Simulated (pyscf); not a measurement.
Single points on ωB97X-D3(BJ)/def2-SVP structures (PySCF, gas phase). MP2 and CC: frozen core, UHF for open shells. ΔMP2 is the change of the MP2 total energy from the triple- to the quadruple-zeta basis.

### Question
Estimate by transition-state theory (the high-pressure limit) the rate constant of H₂N–NH₂ (SMILES NN) + GaH (SMILES [GaH]) [singlet] → H₂N–NH–GaH₂ (SMILES N[NH][GaH2]) (singlet surface; H–N broken, Ga–N, Ga–H formed) at 900 K, with CCSD(T)/def2-TZVPP + ΔMP2(QZVPP) energies (ideal gas, 1 atm, RRHO with modes under 100 cm⁻¹ raised to 100, one conformer, R ln 2 for chiral ones without a mode under 150 cm⁻¹; no tunnelling).

### Answer
The electronic barrier is 20.8 kcal/mol and the thermal terms add +27.4, so ΔG‡ = 48.2 kcal/mol. With k_BT/h = 1.88e+13 s⁻¹ and RT = 1.788 kcal/mol, and a volume of 1.23e-19 cm³ per molecule at 1 atm, k = 4.5e-18 cm³ molecule⁻¹ s⁻¹. The product is born with the 50 kcal/mol of the reverse barrier and needs collisions to keep. Wigner's tunnelling factor for 1130i cm⁻¹ would be 1.14. A shift of 1 kcal/mol in the barrier changes k by a factor 1.7. On the reactant side the descent ends in an adduct with a Ga–N contact, 14.1 kcal/mol under the separated species and 40.1 kcal/mol under the saddle at ωB97X-D3(BJ)/def2-TZVP. On the product side the descent ends in a point that may be a rotor saddle (no frequency run), 4.3 kcal/mol over the lowest minimum found and 52.9 kcal/mol under the saddle at ωB97X-D3(BJ)/def2-TZVP. At ωB97X-D3(BJ)/def2-TZVP the barrier from the zero used here is 26.1 kcal/mol. H₂N–NH–GaH₂ lies 50.5 kcal/mol over its isomer H₂N–GaH–NH₂ (electronic energy, ωB97M-D3(BJ)/def2-TZVP). One saddle was located; it need not be the lowest between these sides. The CCSD(T) − MP2 part came from Ansatz, without density fitting, on the same reference. The frozen core leaves the outer d or s,p core shells of the metals and heavy elements correlated in the MP2 and CC values, and def2-TZVPP describes them poorly, which can shift differences by a few kcal/mol. Elements up to Kr have no core potential and no relativistic terms here.
